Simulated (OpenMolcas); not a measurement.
**NO+ (nitrosonium): CCSD(T)/3-21G**

Aim: the vertical electron affinity of NO+ (nitrosonium) at CCSD(T)/3-21G, from 2 runs. 

The results are computed with OpenMolcas 26.06.

2 further runs of the same task are left out: 2 for a known fault of the program.

## Step 1: The molecule

The species is NO+ (2 atoms), meant as a singlet with charge +1. As SMILES, `N#[O+]`. The bond length is the measured one.

Bond lengths: N1–O2 1.063 Å.

## Step 2: The energy at CCSD(T)/3-21G

File job.inp:

```
&GATEWAY
BasLib = $CurrDir
Coord
2
angstrom
N        0.000000       0.000000       0.000000
O        0.000000       0.000000       1.063220
Basis = 3-21G
Group = NoSym
&SEWARD
&SCF
Charge = 1
PrOrbitals = 1 1
&RASSCF
FileOrb = $Project.ScfOrb
Spin = 1
Nactel = 0 0 0
Inactive = 7
Ras2 = 0
OutOrbitals = Canonical
OrbListing = Nothing
&MOTRA
JobIph
Frozen = 2
&CCSDT
CCT
Triples = 2
Iterations = 50
Extrapolation = 5 4
```

The basis set 3-21G is read from a file made from the Basis Set Exchange's data (not shown).

Started as:

```
$ export MOLCAS_MEM=1860
$ pymolcas job.inp > job.log
```

The log of the run:

```text
--- Start Module: gateway ---
[...]
--- Stop Module: gateway /rc=_RC_ALL_IS_WELL_ ---
[...]
      Basis functions           18
[...]
       Convergence after  13 Iterations
[...]
::    Total SCF energy                               -128.1368079758
[...]
      Total spin, S                                     0.0000000000
[...]
      Number of active orbitals                  0
[...]
      Spin quantum number                      0.0
[...]
      Active orbitals                            0
[...]
      Number of CSFs                             1
[...]
      Number of root(s) required                 1
[...]
      Convergence after  4 iterations
[...]
      Natural orbitals and occupation numbers for root  1
      ************************************************************************************************************************
      *                                                    Final results                                                     *
      ************************************************************************************************************************
[...]
::    RASSCF root number  1 Total energy:   -128.13680798
[...]
      Total electronic charge=   14.000000
      Total            charge=    1.000000
[...]
      Dipole Moment (debye):
      Origin of the operator (angstrom)=    0.0000    0.0000    0.5669
                   X= -3.6940E-16               Y=  6.3195E-16               Z= -9.2515E-01           Total=  9.2515E-01
      Center of Charge (angstrom)
[...]
--- Start Module: motra ---
[...]
      *** WARNING: Default frozen orbitals is overwritten by user input.
      *** Default values:   2
[...]
--- Stop Module: motra /rc=_RC_ALL_IS_WELL_ ---
--- Start Module: ccsdt ---
[...]
      Convergence after                    13  Iterations
      Total energy (diff) :    -128.38743453      -0.00000005
[...]
 METHOD                       : CCSD+T(CCSD)+<T3(1)WT1> = CCSD(T)
[...]
       CCSD     =      -128.3874345262722
[...]
--- Stop Module: ccsdt /rc=_RC_ALL_IS_WELL_ ---
[...]
```

It took 2.2 s on 1 thread of Arm Neoverse V1, shared host; peak memory 0.37 GiB.

## Step 3: Doublet neutral NO at the same level

File job.input:

```
&gateway
 baslib = $CurrDir
 coord
 2
 angstrom
 N        0.000000       0.000000       0.000000
 O        0.000000       0.000000       1.063220
 basis = 3-21G
 group = NoSym

&seward

&scf
 uhf
 spin = 2
 prorbitals = 1 1

&rasscf
 fileorb = $Project.UnaOrb
 spin = 2
 nactel = 1 0 0
 inactive = 7
 ras2 = 1
 outorbitals = Canonical
 orblisting = Nothing

&motra
 jobiph
 frozen = 2

&ccsdt
 cct
 triples = 3
 iterations = 50
 extrapolation = 5 4
```

The basis set 3-21G is read from a file made from the Basis Set Exchange's data (not shown).

Started as:

```
$ export MOLCAS_MEM=1860
$ pymolcas job.input > job.log
```

The log of the run:

```text
--- Start Module: gateway ---
[...]
--- Stop Module: gateway /rc=_RC_ALL_IS_WELL_ ---
[...]
      Basis functions           18
[...]
       Convergence after  14 Iterations
[...]
::    Total SCF energy                               -128.4802037972
[...]
      Total spin, S                                     0.5036091069
[...]
      Number of active orbitals                  1
[...]
      Spin quantum number                      0.5
[...]
      Active orbitals                            1
[...]
      Number of CSFs                             1
[...]
      Number of root(s) required                 1
[...]
      Convergence after  9 iterations
[...]
      printout of CI-coefficients larger than  0.05 for root  1
      energy=    -128.476810
      conf/sym  1     Coeff  Weight
             1  u   1.00000 1.00000
      Natural orbitals and occupation numbers for root  1
      sym 1:   1.000000
      ************************************************************************************************************************
      *                                                    Final results                                                     *
[...]
::    RASSCF root number  1 Total energy:   -128.47680974
[...]
      Total electronic charge=   15.000000
      Total            charge=   -0.000000
[...]
      Dipole Moment (debye):
      Origin of the operator (angstrom)=    0.0000    0.0000    0.5669
                   X= -1.0023E-15               Y= -2.4360E-16               Z= -1.9218E-01           Total=  1.9218E-01
      Quadrupole Moment (debye*angstrom):
[...]
--- Start Module: motra ---
[...]
      *** WARNING: Default frozen orbitals is overwritten by user input.
      *** Default values:   2
[...]
--- Stop Module: motra /rc=_RC_ALL_IS_WELL_ ---
--- Start Module: ccsdt ---
[...]
      Convergence after                    14  Iterations
      Total energy (diff) :    -128.68820057      -0.00000002
[...]
 METHOD                       : CCSD+T(CCSD)+<T3(1)WT1>+<T3(1)UT2> = CCSD(T)
[...]
       CCSD     =      -128.6882005686228
[...]
--- Stop Module: ccsdt /rc=_RC_ALL_IS_WELL_ ---
[...]
```

Run time: 2.5 s. Hardware: 1 thread of Arm Neoverse V1, shared host; peak memory 0.37 GiB.

## Step 4: Summary of results

At CCSD(T)/3-21G, 2 core orbitals frozen:

| quantity | value |
| --- | --- |
| singlet NO+: total energy | -128.39831 Eh |
| singlet NO+: HOMO energy (Hartree–Fock orbitals) | -31.18 eV |
| singlet NO+: LUMO energy (Hartree–Fock orbitals) | -8.45 eV |
| singlet NO+: HOMO–LUMO gap (Hartree–Fock orbitals) | 22.73 eV |
| singlet NO+: correlation energy (2 core orbitals frozen) | -261.5 mEh |
| singlet NO+: (T) correction | -10.87 mEh |
| doublet neutral NO: total energy | -128.69471 Eh |
| doublet neutral NO: (T) correction | -6.51 mEh |
| vertical electron affinity (to the doublet neutral) | 8.066 eV |

In words: At fixed nuclei the extra electron is bound by 8.07 eV (778 kJ/mol). The triples (singlet NO+) make up 4.2 % of the correlation energy.
